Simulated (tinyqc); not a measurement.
Worked calculation: Hueckel theory of the pi electrons with the omega technique, for the molecule C=C([CH2-])Cl (SMILES; centres numbered as the heavy atoms are written). One step of it, computed by the program tinyqc.

Problem. Energy, charges, bond orders. E = sum n x; q_r = z_r - P_rr; bond order p = P_rs; free valence = sqrt(3) - sum of p over the bonds of the atom.

final x values: 2.011838  1.158900  -0.280812  -1.599924

occupations: 2.000000  2.000000  2.000000  0.000000

final P, lower triangle:
```
            1C        2C         3C       4Cl
1C    1.468021
2C    0.701740  1.074326
3C   -0.531979  0.701740   1.468021
4Cl  -0.074266  0.097965  -0.074266  1.989632
```

Centres:
```
centre  z_r, pi electrons of the neutral centre         h
1C                                            1  0.000000
2C                                            1  0.000000
3C                                            1  0.000000
4Cl                                           2  1.890000
```

Bonds:
```
i  j         k
1  2         1
2  3         1
2  4  0.370000
```

Give: pi energy = 6 alpha + this times beta; pi charges; Bond orders and lengths from R = 1.517 - 0.180 p; free valence of the carbons; gap between the highest filled and the next level.

Solution.

pi energy = 6 alpha + this times beta = 5.7799

pi charges: 1C -0.4680, 2C -0.0743, 3C -0.4680, 4Cl 0.0104

Bond orders and lengths from R = 1.517 - 0.180 p (angstrom, C-C alone):
```
bond       p       R
1-2   0.7017  1.3907
2-3   0.7017  1.3907
2-4   0.0980       -
```

free valence of the carbons: 1C 1.0303, 2C 0.2306, 3C 1.0303

gap between the highest filled and the next level = 1.3191 |beta|
